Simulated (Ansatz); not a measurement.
Relaxation of C₂H₂FNO₂ (8 atoms, charge 0, multiplicity 1), to a largest force component of 0.015 eV/Å in at most 40 steps.

Computed with RKS r2SCAN-D4/def2-SVP (Ansatz 0.2.0).

```xyz
8
Properties=species:S:1:pos:R:3:forces:R:3
O 1.572 -0.099 0.421 -2.86 0.06 1.29
C 0.104 -0.091 0.319 2.20 -3.03 -0.83
O -0.597 -1.212 0.850 1.71 2.65 1.30
N -0.302 0.222 -1.145 -0.66 0.71 0.36
C -0.604 0.994 -0.200 -0.35 1.57 0.06
F -1.192 2.159 0.038 0.38 -0.92 -0.43
H 1.919 -0.263 -0.462 -0.23 -0.09 -0.40
H -0.808 -1.769 0.124 -0.18 -0.96 -1.35
```

Where does it end, and by what steps?

The forces met the threshold. After 13 steps the energy has fallen by 0.721 eV; H8 moved furthest, 0.74 Å.

```csv
step,energy less start (eV),largest force component (eV/Å),accepted
0,0.0000,3.028,yes
1,-0.3723,1.707,yes
2,-0.4520,0.510,yes
3,-0.4956,1.017,yes
4,-0.5342,1.775,yes
5,-0.5442,2.195,yes
6,-0.6747,0.697,yes
7,-0.6632,1.180,no
8,-0.7035,0.189,yes
9,-0.7137,0.246,yes
10,-0.7179,0.209,yes
11,-0.7195,0.213,yes
12,-0.7204,0.135,yes
13,-0.7207,0.015,yes
```

```xyz
8
Properties=species:S:1:pos:R:3
O 1.304 -0.506 0.293
C -0.020 -0.208 0.099
O -0.803 -1.171 0.634
N -0.412 0.416 -1.270
C -0.545 1.079 -0.210
F -0.970 2.288 0.094
H 1.833 0.041 -0.304
H -0.294 -1.997 0.608
```

Whether the end is a true minimum wasn't checked by a vibrational analysis.

Time of the run: 72 s on 2 threads of Arm Neoverse N1, on a shared host, peak memory 0.19 GiB.
